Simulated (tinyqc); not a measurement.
UHF in the sto-6g basis, for BH, spin multiplicity 3, step by step (part 2 of 2). Computed by tinyqc, a small Python program that keeps every step (integrals from PySCF). Command: `OMP_NUM_THREADS=1 python tinyqc.py 21298 21299 out.jsonl` (the two numbers bound the seeds that draw the settings). One thread of a shared host (Intel(R) Xeon(R) Processor @ 2.60GHz), about 0.2 s of CPU time with the checks.

Geometry (angstrom):
```
atom         x         y         z
B     0.000000  0.000000  0.000000
H     0.000000  0.000000  1.641000
```

## Iteration 3: building the Fock matrix

D(alpha) after iteration 2, order 1B 1s, 1B 2s, 1B 2px, 1B 2py, 1B 2pz, 2H 1s:
$$\begin{pmatrix}
1.068329 & -0.257596 & 0.000000 & 0.000000 & 0.065686 & -0.025888 \\
-0.257596 & 0.977711 & 0.000000 & 0.000000 & -0.262916 & 0.039884 \\
0.000000 & 0.000000 & 0.635963 & 0.481159 & 0.000000 & 0.000000 \\
0.000000 & 0.000000 & 0.481159 & 0.364037 & 0.000000 & 0.000000 \\
0.065686 & -0.262916 & 0.000000 & 0.000000 & 0.414486 & 0.342650 \\
-0.025888 & 0.039884 & 0.000000 & 0.000000 & 0.342650 & 0.434848
\end{pmatrix}$$

D(beta) after iteration 2, order 1B 1s, 1B 2s, 1B 2px, 1B 2py, 1B 2pz, 2H 1s:
$$\begin{pmatrix}
1.020420 & -0.078800 & 0.000000 & 0.000000 & -0.044403 & -0.101136 \\
-0.078800 & 0.310776 & 0.000000 & 0.000000 & 0.150620 & 0.315422 \\
0.000000 & 0.000000 & 0.000000 & 0.000000 & 0.000000 & 0.000000 \\
0.000000 & 0.000000 & 0.000000 & 0.000000 & 0.000000 & 0.000000 \\
-0.044403 & 0.150620 & 0.000000 & 0.000000 & 0.073115 & 0.151250 \\
-0.101136 & 0.315422 & 0.000000 & 0.000000 & 0.151250 & 0.371805
\end{pmatrix}$$

core Hamiltonian H = T + V (hartree), order 1B 1s, 1B 2s, 1B 2px, 1B 2py, 1B 2pz, 2H 1s:
$$\begin{pmatrix}
-12.766950 & -3.163489 & 0.000000 & 0.000000 & -0.010273 & -0.299030 \\
-3.163489 & -3.696265 & 0.000000 & 0.000000 & -0.096765 & -0.870260 \\
0.000000 & 0.000000 & -2.925215 & 0.000000 & 0.000000 & 0.000000 \\
0.000000 & 0.000000 & 0.000000 & -2.925215 & 0.000000 & 0.000000 \\
-0.010273 & -0.096765 & 0.000000 & 0.000000 & -2.986264 & -0.908298 \\
-0.299030 & -0.870260 & 0.000000 & 0.000000 & -0.908298 & -2.079834
\end{pmatrix}$$

Two-electron integrals (ij|kl) in chemists' order, unique and non-zero (hartree):
```
(11|11) 2.924993   (21|11) 0.480756   (21|21) 0.099484   (22|11) 0.743449
(22|21) 0.188967   (22|22) 0.544922   (31|31) 0.021096   (32|31) 0.030854
(32|32) 0.120443   (33|11) 0.743450   (33|21) 0.188967   (33|22) 0.544922
(33|33) 0.587109   (41|41) 0.021096   (42|41) 0.030854   (42|42) 0.120443
(43|43) 0.031641   (44|11) 0.743450   (44|21) 0.188967   (44|22) 0.544922
(44|33) 0.523827   (44|44) 0.587109   (51|51) 0.021096   (52|51) 0.030854
(52|52) 0.120443   (53|53) 0.031641   (54|54) 0.031641   (55|11) 0.743450
(55|21) 0.188967   (55|22) 0.544922   (55|33) 0.523827   (55|44) 0.523827
(55|55) 0.587109   (61|11) 0.046255   (61|21) 0.009293   (61|22) 0.017574
(61|33) 0.017480   (61|44) 0.017480   (61|51) 0.000734   (61|52) 0.001420
(61|55) 0.017761   (61|61) 0.000901   (62|11) 0.139767   (62|21) 0.036314
(62|22) 0.118943   (62|33) 0.115348   (62|44) 0.115348   (62|51) 0.004189
(62|52) 0.026871   (62|55) 0.126132   (62|61) 0.003627   (62|62) 0.040276
(63|31) 0.003340   (63|32) 0.016197   (63|53) 0.004714   (63|63) 0.003766
(64|41) 0.003340   (64|42) 0.016197   (64|54) 0.004714   (64|64) 0.003766
(65|11) 0.144388   (65|21) 0.037959   (65|22) 0.130400   (65|33) 0.123851
(65|44) 0.123851   (65|51) 0.006970   (65|52) 0.042381   (65|55) 0.143496
(65|61) 0.003943   (65|62) 0.051242   (65|65) 0.067667   (66|11) 0.321672
(66|21) 0.085128   (66|22) 0.315047   (66|33) 0.298794   (66|44) 0.298794
(66|51) 0.010011   (66|52) 0.088210   (66|55) 0.347552   (66|61) 0.008594
(66|62) 0.147625   (66|65) 0.202072   (66|66) 0.774999
```

nuclear repulsion = 1.61236201 hartree

J_ij = sum D_kl (ij|kl) with D = D(alpha) + D(beta), K_ij = sum D_kl (ik|jl) for each spin; F = H + J - K(s); E = tr D H + tr D J / 2 - 0.5 sum_s tr D(s) K(s) + E_nn.

Coulomb J (hartree), order 1B 1s, 1B 2s, 1B 2px, 1B 2py, 1B 2pz, 2H 1s:
$$\begin{pmatrix}
8.339686 & 1.591445 & 0.000000 & 0.000000 & 0.011719 & 0.152035 \\
1.591445 & 3.401497 & 0.000000 & 0.000000 & 0.106016 & 0.789153 \\
0.000000 & 0.000000 & 3.388251 & 0.030448 & 0.000000 & 0.000000 \\
0.000000 & 0.000000 & 0.030448 & 3.371043 & 0.000000 & 0.000000 \\
0.011719 & 0.106016 & 0.000000 & 0.000000 & 3.445191 & 0.893922 \\
0.152035 & 0.789153 & 0.000000 & 0.000000 & 0.893922 & 2.396913
\end{pmatrix}$$

exchange K(alpha) (hartree), order 1B 1s, 1B 2s, 1B 2px, 1B 2py, 1B 2pz, 2H 1s:
$$\begin{pmatrix}
3.003522 & 0.526656 & 0.000000 & 0.000000 & 0.000428 & 0.054911 \\
0.526656 & 0.755606 & 0.000000 & 0.000000 & -0.075291 & 0.231191 \\
0.000000 & 0.000000 & 0.528400 & 0.267269 & 0.000000 & 0.000000 \\
0.000000 & 0.000000 & 0.267269 & 0.377353 & 0.000000 & 0.000000 \\
0.000428 & -0.075291 & 0.000000 & 0.000000 & 0.530172 & 0.282467 \\
0.054911 & 0.231191 & 0.000000 & 0.000000 & 0.282467 & 0.530675
\end{pmatrix}$$

exchange K(beta) (hartree), order 1B 1s, 1B 2s, 1B 2px, 1B 2py, 1B 2pz, 2H 1s:
$$\begin{pmatrix}
2.938479 & 0.489252 & 0.000000 & 0.000000 & 0.002112 & 0.047831 \\
0.489252 & 0.340682 & 0.000000 & 0.000000 & 0.180340 & 0.246320 \\
0.000000 & 0.000000 & 0.068777 & 0.000000 & 0.000000 & 0.000000 \\
0.000000 & 0.000000 & 0.000000 & 0.068777 & 0.000000 & 0.000000 \\
0.002112 & 0.180340 & 0.000000 & 0.000000 & 0.190914 & 0.223941 \\
0.047831 & 0.246320 & 0.000000 & 0.000000 & 0.223941 & 0.473563
\end{pmatrix}$$

F(alpha) (hartree), order 1B 1s, 1B 2s, 1B 2px, 1B 2py, 1B 2pz, 2H 1s:
$$\begin{pmatrix}
-7.430786 & -2.098701 & 0.000000 & 0.000000 & 0.001018 & -0.201905 \\
-2.098701 & -1.050374 & 0.000000 & 0.000000 & 0.084542 & -0.312297 \\
0.000000 & 0.000000 & -0.065363 & -0.236820 & 0.000000 & 0.000000 \\
0.000000 & 0.000000 & -0.236820 & 0.068475 & 0.000000 & 0.000000 \\
0.001018 & 0.084542 & 0.000000 & 0.000000 & -0.071245 & -0.296843 \\
-0.201905 & -0.312297 & 0.000000 & 0.000000 & -0.296843 & -0.213596
\end{pmatrix}$$

F(beta) (hartree), order 1B 1s, 1B 2s, 1B 2px, 1B 2py, 1B 2pz, 2H 1s:
$$\begin{pmatrix}
-7.365743 & -2.061297 & 0.000000 & 0.000000 & -0.000666 & -0.194826 \\
-2.061297 & -0.635451 & 0.000000 & 0.000000 & -0.171090 & -0.327426 \\
0.000000 & 0.000000 & 0.394260 & 0.030448 & 0.000000 & 0.000000 \\
0.000000 & 0.000000 & 0.030448 & 0.377052 & 0.000000 & 0.000000 \\
-0.000666 & -0.171090 & 0.000000 & 0.000000 & 0.268013 & -0.238316 \\
-0.194826 & -0.327426 & 0.000000 & 0.000000 & -0.238316 & -0.156484
\end{pmatrix}$$

total energy of this density = -24.89267338 hartree

This density is a damped mixture and is not idempotent.

## Iteration 3: diagonalisation and new density

X, order 1B 1s, 1B 2s, 1B 2px, 1B 2py, 1B 2pz, 2H 1s:
$$\begin{pmatrix}
0.389331 & 0.728216 & 0.000000 & 0.000000 & 0.563284 & 0.282043 \\
-0.749141 & -0.499637 & 0.000000 & 0.000000 & 0.396977 & 0.456790 \\
0.000000 & 0.000000 & 0.992223 & -0.124475 & 0.000000 & 0.000000 \\
0.000000 & 0.000000 & 0.124475 & 0.992223 & 0.000000 & 0.000000 \\
-0.611527 & 0.581219 & 0.000000 & 0.000000 & -0.540211 & 0.350465 \\
0.864224 & -0.349891 & 0.000000 & 0.000000 & -0.291899 & 0.516893
\end{pmatrix}$$

overlap S, order 1B 1s, 1B 2s, 1B 2px, 1B 2py, 1B 2pz, 2H 1s:
$$\begin{pmatrix}
1.000000 & 0.264891 & 0.000000 & 0.000000 & 0.000000 & 0.024805 \\
0.264891 & 1.000000 & 0.000000 & 0.000000 & 0.000000 & 0.274762 \\
0.000000 & 0.000000 & 1.000000 & 0.000000 & 0.000000 & 0.000000 \\
0.000000 & 0.000000 & 0.000000 & 1.000000 & 0.000000 & 0.000000 \\
0.000000 & 0.000000 & 0.000000 & 0.000000 & 1.000000 & 0.321702 \\
0.024805 & 0.274762 & 0.000000 & 0.000000 & 0.321702 & 1.000000
\end{pmatrix}$$

Diagonalise F' = X^T F X, C = X C', fill 4 alpha and 2 beta electrons from the bottom; D(s) = C_occ C_occ^T; the new density keeps 0.2 of the old one (damping). Each column has its largest component positive (the first on a tie).

F' = X^T F X (alpha) (hartree):
$$\begin{pmatrix}
-0.018530 & -1.127228 & 0.000000 & 0.000000 & -0.877693 & -0.600602 \\
-1.127228 & -2.659575 & 0.000000 & 0.000000 & -2.738158 & -1.634942 \\
0.000000 & 0.000000 & -0.121788 & -0.212951 & 0.000000 & 0.000000 \\
0.000000 & 0.000000 & -0.212951 & 0.124899 & 0.000000 & 0.000000 \\
-0.877693 & -2.738158 & 0.000000 & 0.000000 & -3.492534 & -2.060673 \\
-0.600602 & -1.634942 & 0.000000 & 0.000000 & -2.060673 & -1.703489
\end{pmatrix}$$

orbital energies (alpha) (hartree): MO1 -7.433466, MO2 -0.537040, MO3 -0.313148, MO4 -0.244538, MO5 0.247649, MO6 0.409526

coefficients C (alpha), order 1B 1s, 1B 2s, 1B 2px, 1B 2py, 1B 2pz, 2H 1s:
$$\begin{pmatrix}
0.994333 & -0.269732 & 0.075547 & 0.000000 & 0.000000 & 0.107495 \\
0.020926 & 0.923640 & -0.326148 & 0.000000 & 0.000000 & -0.466022 \\
0.000000 & 0.000000 & 0.000000 & 0.797473 & -0.603355 & 0.000000 \\
0.000000 & 0.000000 & 0.000000 & 0.603355 & 0.797473 & 0.000000 \\
0.000395 & -0.093149 & 0.616202 & 0.000000 & 0.000000 & -0.859101 \\
-0.002716 & 0.277434 & 0.619902 & 0.000000 & 0.000000 & 0.872029
\end{pmatrix}$$

F' = X^T F X (beta) (hartree):
$$\begin{pmatrix}
0.100970 & -1.037468 & 0.000000 & 0.000000 & -0.962352 & -0.643048 \\
-1.037468 & -2.312780 & 0.000000 & 0.000000 & -3.023918 & -1.655447 \\
0.000000 & 0.000000 & 0.401514 & 0.027380 & 0.000000 & 0.000000 \\
0.000000 & 0.000000 & 0.027380 & 0.369797 & 0.000000 & 0.000000 \\
-0.962352 & -3.023918 & 0.000000 & 0.000000 & -3.155607 & -2.028633 \\
-0.643048 & -1.655447 & 0.000000 & 0.000000 & -2.028633 & -1.611227
\end{pmatrix}$$

orbital energies (beta) (hartree): MO1 -7.367576, MO2 -0.362506, MO3 0.217681, MO4 0.354015, MO5 0.417297, MO6 0.533757

coefficients C (beta), order 1B 1s, 1B 2s, 1B 2px, 1B 2py, 1B 2pz, 2H 1s:
$$\begin{pmatrix}
0.995459 & -0.169505 & -0.237520 & 0.000000 & 0.000000 & -0.051274 \\
0.016924 & 0.546432 & 0.902185 & 0.000000 & 0.000000 & 0.253543 \\
0.000000 & 0.000000 & 0.000000 & -0.603355 & 0.797473 & 0.000000 \\
0.000000 & 0.000000 & 0.000000 & 0.797473 & 0.603355 & 0.000000 \\
0.001213 & 0.265479 & -0.310461 & 0.000000 & 0.000000 & 0.979576 \\
-0.002674 & 0.608178 & -0.550755 & 0.000000 & 0.000000 & -0.740589
\end{pmatrix}$$

D(alpha) after iteration 3, order 1B 1s, 1B 2s, 1B 2px, 1B 2py, 1B 2pz, 2H 1s:
$$\begin{pmatrix}
1.067394 & -0.253893 & 0.000000 & 0.000000 & 0.070793 & -0.029739 \\
-0.253893 & 0.963479 & 0.000000 & 0.000000 & -0.282184 & 0.051187 \\
0.000000 & 0.000000 & 0.635963 & 0.481159 & 0.000000 & 0.000000 \\
0.000000 & 0.000000 & 0.481159 & 0.364037 & 0.000000 & 0.000000 \\
0.070793 & -0.282184 & 0.000000 & 0.000000 & 0.393602 & 0.353442 \\
-0.029739 & 0.051187 & 0.000000 & 0.000000 & 0.353442 & 0.455974
\end{pmatrix}$$

D(beta) after iteration 3, order 1B 1s, 1B 2s, 1B 2px, 1B 2py, 1B 2pz, 2H 1s:
$$\begin{pmatrix}
1.019820 & -0.076380 & 0.000000 & 0.000000 & -0.043915 & -0.104828 \\
-0.076380 & 0.301255 & 0.000000 & 0.000000 & 0.146194 & 0.328910 \\
0.000000 & 0.000000 & 0.000000 & 0.000000 & 0.000000 & 0.000000 \\
0.000000 & 0.000000 & 0.000000 & 0.000000 & 0.000000 & 0.000000 \\
-0.043915 & 0.146194 & 0.000000 & 0.000000 & 0.071008 & 0.159414 \\
-0.104828 & 0.328910 & 0.000000 & 0.000000 & 0.159414 & 0.370271
\end{pmatrix}$$

## Convergence

Stop when the energy changes by less than 1e-09 hartree and every element of the error matrix X^T (F D S - S D F) X (for each spin) is below 9e-06.

Course of the cycle:
```
iteration   E (hartree)     change  largest element of the error matrix
1          -24.37052612          -                             2.11e-01
2          -24.78989410  -4.19e-01                             6.56e-02
3          -24.89267338  -1.03e-01                             2.17e-02
4          -24.91442286  -2.17e-02                             1.11e-02
5          -24.91910637  -4.68e-03                             8.13e-03
6          -24.92028787  -1.18e-03                             7.01e-03
7          -24.92073624  -4.48e-04                             6.63e-03
8          -24.92101556  -2.79e-04                             6.24e-03
9          -24.92124209  -2.27e-04                             5.87e-03
10         -24.92144081  -1.99e-04                             5.53e-03
11         -24.92161786  -1.77e-04                             5.20e-03
12         -24.92177553  -1.58e-04                             4.88e-03
13         -24.92191533  -1.40e-04                             4.57e-03
14         -24.92203860  -1.23e-04                             4.27e-03
...                 ...        ...                                  ...
52         -24.92277156  -9.53e-08                             1.12e-04
53         -24.92277163  -7.71e-08                             1.01e-04
54         -24.92277170  -6.23e-08                             9.07e-05
55         -24.92277174  -5.04e-08                             8.15e-05
56         -24.92277179  -4.08e-08                             7.33e-05
57         -24.92277182  -3.30e-08                             6.59e-05
58         -24.92277184  -2.67e-08                             5.93e-05
59         -24.92277187  -2.15e-08                             5.33e-05
60         -24.92277188  -1.74e-08                             4.79e-05
61         -24.92277190  -1.41e-08                             4.31e-05
62         -24.92277191  -1.14e-08                             3.87e-05
63         -24.92277192  -9.19e-09                             3.48e-05
64         -24.92277193  -7.42e-09                             3.13e-05
65         -24.92277193  -6.00e-09                             2.81e-05
```

PySCF UHF in the same basis, after a stability check = -24.92277196 hartree

Not converged within the cap of 65 iterations: the residual falls steadily but slowly, by a factor of about 0.90 a step. Reruns (cap 100 unless said): DIIS 8: converged in 11; damping 0.5: not converged; level shift 0.5: not converged; atomic densities as start, DIIS 8: converged in 11; the original settings with a cap of 400: converged in 76.
